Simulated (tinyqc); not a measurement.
Inside a calculation. Method: RKS/LDA (VWN5) in the sto-3g basis, for CH2, spin multiplicity 1. Computed by tinyqc, a small Python program that keeps every step (integrals from PySCF). Settings: charge = 0, multiplicity = 1, basis = sto-3g, energy threshold = 1e-10, iteration cap = 76, orthogonalisation = symmetric, start = atomic densities, DIIS depth = 6, method = RKS, functional = lda,vwn, grid = [40, 14]. Command: `OMP_NUM_THREADS=1 python tinyqc.py 25054 25055 out.jsonl` (the two numbers bound the seeds that draw the settings). One thread of a shared host (Intel(R) Xeon(R) Processor @ 2.60GHz), about 2 s of CPU time with the checks.

Geometry (angstrom):
```
atom       x        y       z
C     0.0000   0.0000  0.0000
H     0.0000   0.9810  0.4810
H     0.0000  -1.0380  0.5090
```

Stop when the energy changes by less than 1e-10 hartree and every element of the error matrix X^T (F D S - S D F) X is below 3e-06.

Course of the cycle:
```
iteration  E (hartree)     change  largest element of the error matrix
1           -38.275874          -                             8.14e-01
2           -38.184795   9.11e-02                             3.97e-02
3           -38.047083   1.38e-01                             1.44e-01
4           -38.186319  -1.39e-01                             1.94e-02
5           -38.054248   1.32e-01                             1.26e-01
6           -38.186580  -1.32e-01                             1.54e-02
7           -38.053336   1.33e-01                             1.29e-01
8           -38.186518  -1.33e-01                             1.64e-02
9           -38.044919   1.42e-01                             1.49e-01
10          -38.039577   5.34e-03                             1.60e-01
11          -38.040651  -1.07e-03                             1.58e-01
12          -38.042602  -1.95e-03                             1.54e-01
13          -38.185862  -1.43e-01                             2.77e-02
14          -38.049175   1.37e-01                             1.40e-01
...                ...        ...                                  ...
63          -38.044907   1.94e-02                             1.50e-01
64          -38.051787  -6.88e-03                             1.33e-01
65          -38.179098  -1.27e-01                             7.49e-02
66          -38.180160  -1.06e-03                             6.82e-02
67          -38.152074   2.81e-02                             9.10e-02
68          -38.050967   1.01e-01                             1.39e-01
69          -38.053102  -2.13e-03                             1.33e-01
70          -38.180508  -1.27e-01                             4.23e-02
71          -38.053285   1.27e-01                             1.30e-01
72          -38.123027  -6.97e-02                             9.98e-02
73          -38.053918   6.91e-02                             1.48e-01
74          -38.064547  -1.06e-02                             1.34e-01
75          -38.074718  -1.02e-02                             1.22e-01
76          -38.053098   2.16e-02                             1.31e-01
```

Can the last value be used, and what does the course show?

Not by the stop rule. Not converged within the cap of 76 iterations: the residual wanders without falling. Reruns (cap 100 unless said): DIIS 8: not converged; damping 0.5: not converged; level shift 0.5: converged in 16; atomic densities as start, DIIS 8: not converged; the original settings with a cap of 400: not converged. PySCF RKS in the same basis, fine grid = -38.164237 hartree, which differs from a converged run on this coarse grid by the grid error.
